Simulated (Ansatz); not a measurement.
Input file:

```yaml
crystal:
  periodic: [false, false, false]
  atoms:
    - {symbol: Ge, position_ang: [0.000000, 0.000000, 0.000000]}
    - {symbol: Be, position_ang: [0.000000, 0.000000, 4.790000]}
basis:
  gaussian: {orbitals: cc-pVDZ}
magnetization: {spin_polarized: false, initial_magnetization: 2}
correlation: {method: fci, electrons: outside_noble_gas}
```

```sh
$ ansatz run in.yaml --threads 1 --pin off --events-out ev --progress --plain --max-ram 2393MiB
```

Problem. Roughly how long does this take on 1 thread of Arm Neoverse V1, shared host, and how much host memory?

Solution. 24 s wall and 0.25 GiB.

```
736 factors; integrals over basis functions are off by at most 1.5e-7 eV
mean field evaluation 1: about -56867.7689 eV, gradient 3.4e0 eV
mean field evaluation 2: about -56867.7729 eV, gradient 3.4e0 eV
mean field evaluation 4: about -56867.9976 eV, gradient 3.1e-1 eV
mean field evaluation 8: about -56867.9995 eV, gradient 1.7e-2 eV
mean field evaluation 16: about -56868.0001 eV, gradient 1.3e-1 eV
mean field evaluation 32: about -56868.0086 eV, gradient 4.4e-6 eV
mean field evaluation 64: about -56868.0076 eV, gradient 1.8e-1 eV
mean field -56868.00860794 eV, -2089.8607698212 hartree, gradient 4.5e-10 eV, S^2 2.000000; 7 other end points of the search recorded, 0 dependent functions left out
mean field evaluation 96: about -56868.0924 eV, gradient 9.0e-2 eV
mean field evaluation 128: about -56868.1109 eV, gradient 1.7e-2 eV
mean field evaluation 160: about -56868.0948 eV, gradient 2.5e-1 eV
mean field evaluation 192: about -56868.0891 eV, gradient 3.4e-1 eV
mean field evaluation 224: about -56868.0923 eV, gradient 1.5e-1 eV
mean field evaluation 256: about -56868.0351 eV, gradient 7.6e-1 eV
mean field evaluation 288: about -56867.9447 eV, gradient 1.8e0 eV
mean field evaluation 320: about -56868.0902 eV, gradient 4.0e-1 eV
mean field evaluation 352: about -56868.1109 eV, gradient 1.1e-2 eV
mean field evaluation 384: about -56868.1038 eV, gradient 5.0e-2 eV
determinant -56868.00860794 eV, -2089.8607698212 hartree, with singles and doubles -56870.84110060 eV, -2089.9648620063 hartree
determinant -56867.99949524 eV, -2089.8604349356 hartree, with singles and doubles -56870.83469463 eV, -2089.9646265914 hartree
determinant -56868.00860794 eV, -2089.8607698212 hartree, with singles and doubles -56870.84046776 eV, -2089.9648387502 hartree
determinant -56867.99949524 eV, -2089.8604349356 hartree, with singles and doubles -56870.83468297 eV, -2089.9646261630 hartree
15 core orbitals not correlated: weight in the atoms' cores, before any rotation towards them, 1.000 or more for the frozen orbitals, at most 0.000 for the correlated occupied ones
reference -56868.00860794 eV, -2089.8607698212 hartree; 4, 2 occupied and 22, 24 virtual orbitals, 736 factors
state -56870.87324588 eV, -2089.9660433237 hartree
Total energy: -56870.87324588 eV, -2089.9660433237 hartree
```

Natural occupations: 1.9263 1.8156 0.9889 0.9889 0.0620 0.0595 0.0595 0.0402 0.0100 0.0100 0.0072 0.0072 0.0062 0.0050 0.0050 0.0047 0.0027 0.0002 0.0001 0.0001 0.0001 0.0001 0.0001 0.0000.
